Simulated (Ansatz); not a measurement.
Ideal-gas functions of C3H4O, SMILES `CC=C=O` at 600 K and 1 bar, from an Ansatz frequency run at PBE0-D4/def2-TZVP.

Molar mass 56.06 g/mol, point group Cs (symmetry number 1), electronic degeneracy 1, moments of inertia 12.793, 111.806, 121.451 u Å². Harmonic wavenumbers (cm⁻¹, unscaled): 149, 208, 520, 563, 659, 914, 1053, 1086, 1157, 1410, 1426, 1475, 1507, 2242, 3046, 3104, 3139, 3204.

Use S(trans) = R[1.5 ln M + 2.5 ln T − 1.1517]; rotational temperatures θ = 24.2544 K / I; S(rot) = R[ln(√π/σ · √(T³/θAθBθC)) + 1.5]; for each mode x = 1.438777 ν̃/T, S = R[x/(eˣ − 1) − ln(1 − e⁻ˣ)] and H = RT x/(eˣ − 1); 1 cm⁻¹ = 0.0119627 kJ/mol; R = 8.31446 J/(mol·K).

**Question.** By hand: the entropy, in J/(mol·K).

**Answer.** Translation 173.6. Rotation: θ = 1.8959, 0.2169, 0.1997 K, giving 107.4. Vibration, mode by mode: 16.92, 14.18, 7.00, 6.42, 5.32, 3.28, 2.52, 2.37, 2.07, 1.28, 1.24, 1.13, 1.06, 0.25, 0.05, 0.04, 0.04, 0.03, in all 65.2. Electronic 0.0. Sum 346.2 J/(mol·K).

**Question.** By hand: H − E and G − E in kJ/mol, counted from the electronic energy.

**Answer.** Zero-point energy ½ × 26862 × 0.0119627 = 160.7; thermal vibration 21.7; translation, rotation and pV give 4 RT = 20.0. H − E = 202.4 kJ/mol, and G − E = 202.4 − 600 × 346.2/1000 = -5.3 kJ/mol.

Vibration gives 19 % of the entropy, 16.9 J/(mol·K) of it from the mode under 150 cm⁻¹: soft modes count most, and the harmonic formula is weakest for them.
